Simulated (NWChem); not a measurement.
# One shape, several levels: Si3H8 (trisilane)

Wanted: a comparison of 6 runs (HF/6-31G*, PBE0/def2-SVP, PBE/6-31G*, PBE/def2-SVP, MP2/6-31G*, CCSD(T)/6-31G*) of Si3H8 (trisilane). 

The calculation is run with NWChem 7.3.0.

1 further run of the same task is left out (set aside as unsound or not needed). Runs told in other sessions of the task aren't counted.

## (1) The molecule

The species is Si3H8 (11 atoms), meant as a singlet with charge 0. As SMILES, `[SiH3][SiH2][SiH3]`. Geometry: relaxed at PBE0-D4/def2-TZVP.

Bond lengths: Si1–Si2 2.338 Å, Si2–Si3 2.338 Å, Si1–H4 1.488 Å, Si1–H5 1.488 Å, Si1–H6 1.488 Å, Si2–H7 1.490 Å, Si2–H8 1.490 Å, Si3–H9 1.488 Å, Si3–H10 1.488 Å, Si3–H11 1.488 Å. Some angles: Si1–Si2–Si3 110.4°, Si1–Si2–H7 109.6°, Si1–Si2–H8 109.6°, Si3–Si2–H7 109.6°, Si3–Si2–H8 109.6°, Si2–Si1–H4 111.2°, Si2–Si1–H5 109.8°, Si2–Si1–H6 109.8°, Si2–Si3–H9 109.8°, Si2–Si3–H10 109.8°.

## (2) Energy and forces at HF/6-31G(d) (spherical functions) (run 1)

File run.py:

```python
from ase import Atoms
from ase.calculators.nwchem import NWChem

molecule = Atoms(['Si', 'Si', 'Si', 'H', 'H', 'H', 'H', 'H', 'H', 'H', 'H'], positions=[
    [-1.292570, 1.366730, -0.525270],
    [-0.462570, -0.807300, -0.296320],
    [1.631930, -0.774400, 0.742750],
    [-2.625850, 1.367720, -1.185120],
    [-0.354030, 2.180440, -1.344070],
    [-1.422540, 2.000090, 0.814640],
    [-0.343400, -1.440160, -1.640160],
    [-1.410380, -1.620800, 0.516390],
    [1.515950, -0.154940, 2.090430],
    [2.583820, 0.031780, -0.068050],
    [2.179610, -2.149160, 0.894770],
])

calc = NWChem(
    label='mol',
    theory='scf',
    memory='2200 mb',
    basis='6-31G*',
    basispar='spherical bse',
    scf={'nopen': '0', 'rhf': None, 'thresh': '1e-08', 'maxiter': '80'},
)
molecule.calc = calc

forces = molecule.get_forces()
print(f"energy = {molecule.get_potential_energy():.6f} eV")
print("forces (eV/A):")
for s, f in zip(molecule.symbols, forces):
    print(f"{s:2s} {f[0]:10.5f} {f[1]:10.5f} {f[2]:10.5f}")
print("dipole (e A):", molecule.get_dipole_moment().round(4))
```

Command:

```bash
$ export ASE_NWCHEM_COMMAND="nwchem PREFIX.nwi > PREFIX.nwo"
$ python run.py
```

Log:

```text
energy = -23711.525540 eV
forces (eV/A):
Si   -0.18826    0.33172   -0.06541
Si   -0.18167   -0.31697   -0.11652
Si    0.34494   -0.05836    0.16584
H     0.17792    0.01851    0.08963
H    -0.12778   -0.08402    0.10968
H     0.01460   -0.06001   -0.17761
H    -0.02612    0.06495    0.17021
H     0.11431    0.08886   -0.11385
H     0.03615   -0.07533   -0.16866
H    -0.10598   -0.10038    0.11873
H    -0.05806    0.19103   -0.01208
dipole (e A): [-0.0101 -0.0175 -0.0064]
```

The calculator wrote mol.nwi:

```
title "mol"

permanent_dir mol

scratch_dir mol

start mol

geometry units angstrom nocenter noautosym noautoz
  Si -1.2925700000000000e+00 1.3667300000000000e+00 -5.2527000000000001e-01
  Si -4.6256999999999998e-01 -8.0730000000000002e-01 -2.9631999999999997e-01
  Si 1.6319300000000001e+00 -7.7439999999999998e-01 7.4275000000000002e-01
  H  -2.6258499999999998e+00 1.3677200000000000e+00 -1.1851200000000000e+00
  H  -3.5403000000000001e-01 2.1804399999999999e+00 -1.3440700000000001e+00
  H  -1.4225399999999999e+00 2.0000900000000001e+00 8.1464000000000003e-01
  H  -3.4339999999999998e-01 -1.4401600000000001e+00 -1.6401600000000001e+00
  H  -1.4103800000000000e+00 -1.6208000000000000e+00 5.1639000000000002e-01
  H  1.5159499999999999e+00 -1.5493999999999999e-01 2.0904300000000000e+00
  H  2.5838199999999998e+00 3.1780000000000003e-02 -6.8049999999999999e-02
  H  2.1796099999999998e+00 -2.1491600000000002e+00 8.9476999999999995e-01
end

memory 2200 mb

basis spherical bse noprint
   * library 6-31G*
end

scf
  nopen 0
  rhf
  thresh 1e-08
  maxiter 80
end

task scf gradient
```

mol.nwo:

```text
Northwest Computational Chemistry Package (NWChem) 7.3.0
             --------------------------------------------------------

           Job information
           ---------------

    nwchem branch   = 7.3.0
    use scalapack   = T
    input           = mol.nwi
    prefix          = mol.
    data base       = mol/mol.db
    status          = startup
    nproc           =        1

           Memory information
           ------------------

    heap     =     72089600 doubles =      550.0 Mbytes
    stack    =     72089597 doubles =      550.0 Mbytes
    global   =    144179200 doubles =     1100.0 Mbytes (distinct from heap & stack)
    total    =    288358397 doubles =     2200.0 Mbytes
    verify   = yes
    hardfail = no

[... 138 lines left out ...]
 Convergence threshold     :          1.000E-08
[... 12 lines left out ...]
       Final RHF  results
[... 3 lines left out ...]
      One-electron energy =  -1592.957412556916
[... 1 line left out ...]
 Nuclear repulsion energy =    193.117851105740
[... 43 lines left out ...]
                       ROHF Final Molecular Orbital Analysis
[... 270 lines left out ...]
                         RHF ENERGY GRADIENTS

    atom               coordinates                        gradient
                 x          y          z           x          y          z
   1 Si     -2.442603   2.582745  -0.992616    0.003661  -0.006451   0.001272
   2 Si     -0.874131  -1.525576  -0.559964    0.003533   0.006164   0.002266
   3 Si      3.083901  -1.463404   1.403594   -0.006708   0.001135  -0.003225
[... 7 lines of this table left out ...]
  11 H       4.118866  -4.061324   1.690870    0.001129  -0.003715   0.000235

                 ----------------------------------------
                 |  Time  |  1-e(secs)   |  2-e(secs)   |
                 ----------------------------------------
                 |  CPU   |       0.01   |       1.18   |
                 ----------------------------------------
                 |  WALL  |       0.01   |       1.18   |
                 ----------------------------------------

 Task  times  cpu:        8.5s     wall:        8.5s
 Total times  cpu:        8.6s     wall:        8.6s
```

Run time: 9.6 s. Hardware: 1 thread of Intel Xeon 6975P-C (Granite Rapids), shared host; peak memory 0.1 GiB.

## (3) Energy and forces at PBE0/def2-SVP (run 2)

File test.nw:

```
start test
memory total 2200 mb

geometry units angstrom noautosym nocenter noautoz
  Si   -1.292570    1.366730   -0.525270
  Si   -0.462570   -0.807300   -0.296320
  Si    1.631930   -0.774400    0.742750
  H    -2.625850    1.367720   -1.185120
  H    -0.354030    2.180440   -1.344070
  H    -1.422540    2.000090    0.814640
  H    -0.343400   -1.440160   -1.640160
  H    -1.410380   -1.620800    0.516390
  H     1.515950   -0.154940    2.090430
  H     2.583820    0.031780   -0.068050
  H     2.179610   -2.149160    0.894770
end

basis spherical bse
  * library def2-SVP
end

dft
  xc pbe0
  grid fine
  convergence energy 1e-08
  iterations 100
  mulliken
  print low
end

task dft gradient
```

Command:

```bash
$ nwchem test.nw > test.out
```

Log:

```text
[...]
 d= 0,ls=0.0,diis     1   -872.5910446796 -1.07D+03  5.41D-03  1.70D-01     1.7
[...]
 d= 0,ls=0.0,diis     7   -872.6176196560 -8.07D-09  8.90D-07  2.96D-09    10.0
         Total DFT energy =     -872.617619656042
      One electron energy =    -1592.832859393037
           Coulomb energy =      592.387798519634
    Exchange-Corr. energy =      -65.290409888379
 Nuclear repulsion energy =      193.117851105740
[...]
      Total Density - Mulliken Population Analysis
     ---------------------------------------------
    Atom       Charge   Shell Charges
 -----------   ------   -------------------------------------------------------
    1 Si  14    13.83   2.00  1.98  1.05  0.24  5.93  1.34  1.15  0.13
    2 Si  14    14.01   2.00  1.98  1.07  0.26  5.93  1.36  1.30  0.12
    3 Si  14    13.83   2.00  1.98  1.05  0.24  5.93  1.34  1.15  0.13
    4 H    1     1.04   0.72  0.31  0.01
    5 H    1     1.05   0.72  0.31  0.01
    6 H    1     1.05   0.72  0.31  0.01
    7 H    1     1.03   0.72  0.30  0.01
    8 H    1     1.03   0.72  0.30  0.01
    9 H    1     1.05   0.72  0.31  0.01
   10 H    1     1.05   0.72  0.31  0.01
[...]
                         DFT ENERGY GRADIENTS
    atom               coordinates                        gradient
                 x          y          z           x          y          z
   1 Si     -2.442603   2.582745  -0.992616   -0.000062   0.000573   0.000015
   2 Si     -0.874131  -1.525576  -0.559964   -0.000328  -0.000575  -0.000210
   3 Si      3.083901  -1.463404   1.403594    0.000485   0.000166   0.000254
   4 H      -4.962137   2.584616  -2.239552    0.002497   0.000154   0.001249
   5 H      -0.669020   4.120434  -2.539924   -0.001881  -0.001516   0.001576
   6 H      -2.688211   3.779622   1.539446    0.000201  -0.001165  -0.002634
   7 H      -0.648932  -2.721508  -3.099453   -0.000281   0.001106   0.002511
   8 H      -2.665232  -3.062868   0.975836    0.001742   0.001446  -0.001572
   9 H       2.864730  -0.292794   3.950340    0.000305  -0.001234  -0.002588
  10 H       4.882712   0.060055  -0.128596   -0.001779  -0.001594   0.001618
  11 H       4.118866  -4.061324   1.690870   -0.000900   0.002640  -0.000219
[...]
```

Run time: 13 s. Hardware: 1 thread of Intel Xeon 6975P-C (Granite Rapids), shared host; peak memory 0.12 GiB.

Runs 3 to 4 aren't shown in full; the table further down has their settings and results.

## (4) Energy and gradient at MP2/6-31G(d) (spherical functions) (run 5)

File calc.nw:

```
echo
start calc
title "H8Si3 gradient"
memory stack 880 mb heap 220 mb global 1100 mb

geometry units atomic noautosym nocenter noautoz
  Si -2.44260330  2.58274539 -0.99261644
  Si -0.87413061 -1.52557590 -0.55996365
  Si  3.08390075 -1.46340391  1.40359408
  H  -4.96213734  2.58461622 -2.23955222
  H  -0.66901974  4.12043443 -2.53992419
  H  -2.68821100  3.77962232  1.53944649
  H  -0.64893195 -2.72150798 -3.09945320
  H  -2.66523193 -3.06286810  0.97583567
  H   2.86473032 -0.29279417  3.95034018
  H   4.88271216  0.06005550 -0.12859586
  H   4.11886596 -4.06132380  1.69087024
end

basis spherical bse
  Si library 6-31G*
  H library 6-31G*
end

scf
  thresh 1e-08
  maxiter 80
  print medium
end

mp2
  freeze core 15
  tight
end

task mp2 gradient
```

Command:

```bash
$ nwchem calc.nw > calc.out
```

Log:

```text
[...]
  functions       =    70
[...]
  wavefunction    = RHF
[...]
         Total SCF energy =   -871.382498456854
      One-electron energy =  -1592.957384171151
      Two-electron energy =    528.457048487672
 Nuclear repulsion energy =    193.117837226625
        Time for solution =      7.0s
[...]
          Total MP2 energy          -871.620586097486
[...]
                         mp2 ENERGY GRADIENTS
    atom               coordinates                        gradient
                 x          y          z           x          y          z
   1 Si     -2.442603   2.582745  -0.992616    0.000962  -0.000447   0.000437
   2 Si     -0.874131  -1.525576  -0.559964   -0.000086  -0.000152  -0.000054
   3 Si      3.083901  -1.463404   1.403594   -0.000757   0.000805  -0.000308
   4 H      -4.962137   2.584616  -2.239552   -0.000235  -0.000162  -0.000130
   5 H      -0.669020   4.120434  -2.539924    0.000138  -0.000020  -0.000161
   6 H      -2.688211   3.779622   1.539446   -0.000044  -0.000051   0.000200
   7 H      -0.648932  -2.721508  -3.099453    0.000093   0.000136   0.000011
   8 H      -2.665232  -3.062868   0.975836    0.000057   0.000128   0.000089
   9 H       2.864730  -0.292794   3.950340   -0.000137   0.000018   0.000163
  10 H       4.882712   0.060056  -0.128596    0.000042   0.000052  -0.000201
  11 H       4.118866  -4.061324   1.690870   -0.000034  -0.000308  -0.000046
[...]
```

It took 20 s on 1 thread of Intel Xeon 6975P-C (Granite Rapids), shared host; peak memory 0.16 GiB.

## (5) The energy at CCSD(T)/6-31G(d) (spherical functions) (run 6)

File mol.nw:

```
echo
start mol
title "H8Si3"
memory total 2200 mb

geometry units angstrom noautosym nocenter noautoz
  Si      -1.292570       1.366730      -0.525270
  Si      -0.462570      -0.807300      -0.296320
  Si       1.631930      -0.774400       0.742750
  H       -2.625850       1.367720      -1.185120
  H       -0.354030       2.180440      -1.344070
  H       -1.422540       2.000090       0.814640
  H       -0.343400      -1.440160      -1.640160
  H       -1.410380      -1.620800       0.516390
  H        1.515950      -0.154940       2.090430
  H        2.583820       0.031780      -0.068050
  H        2.179610      -2.149160       0.894770
end

basis "ao basis" spherical bse
  Si library 6-31G*
  H library 6-31G*
end

scf
  singlet
  rhf
  thresh 1e-08
  maxiter 80
  print low
end

ccsd
  freeze core 15
  maxiter 60
end

task ccsd(t)
```

Command:

```bash
$ nwchem mol.nw > mol.out
```

Log:

```text
[...]
  functions       =    70
[...]
  wavefunction    = RHF
[...]
         Total SCF energy =   -871.382498459878
      One-electron energy =  -1592.957412556977
      Two-electron energy =    528.457062991358
 Nuclear repulsion energy =    193.117851105740
        Time for solution =      7.0s
[...]
 Total MP2 energy:           -871.620586097176442
[...]
             energy      energy      error      ampl     ampl      Block
                                                time     time      time
[...]
 Total CCSD energy:           -871.681743530945482
[...]
 Total CCSD+T(CCSD) energy:           -871.690168064402542
[...]
 Total CCSD(T) energy:                -871.689874198162556
[...]
```

Run time: 46 s. Hardware: 1 thread of Intel Xeon 6975P-C (Granite Rapids), shared host; peak memory 0.15 GiB.

## (6) The series

```tsv
run	level	iteration cap	module	energy (Eh)	dipole moment (D)	largest force (eV/Å)	wall time
1	HF/6-31G* (spherical functions)	80	scf	-871.382498	0.10	0.387	9.6 s
2	PBE0/def2-SVP	100	dft	-872.617620	–	0.148	13 s
3	PBE/6-31G* (spherical functions)	100	dft	-872.735694	0.06	0.257	26 s
4	PBE/def2-SVP	100	dft	-872.517812	0.06	0.324	14 s
5	MP2/6-31G* (spherical functions)	80	mp2	-871.620586	0.07	0.059	20 s
6	CCSD(T)/6-31G* (spherical functions)	80	ccsd(t)	-871.689874	–	–	46 s
```

## (7) Outcome

```
                                           quantity          value
                                run 6: total energy  -871.68987 Eh
run 6: correlation energy (15 core orbitals frozen)     -307.4 mEh
                              run 6: (T) correction      -8.13 mEh
```

What this shows: Below the HF energy at the same shape and in the same basis (6-31G*): MP2 -238.1 mEh; CCSD(T) -307.4 mEh. Over runs 1, 3, 4, 5 the dipole moment (its size) runs from 0.06 D (PBE/def2-SVP) to 0.10 D (HF/6-31G*). The two ends differ in method and basis. Totals of different functionals can't be ranked against each other. All runs together took 2.1 min, the longest 46 s.
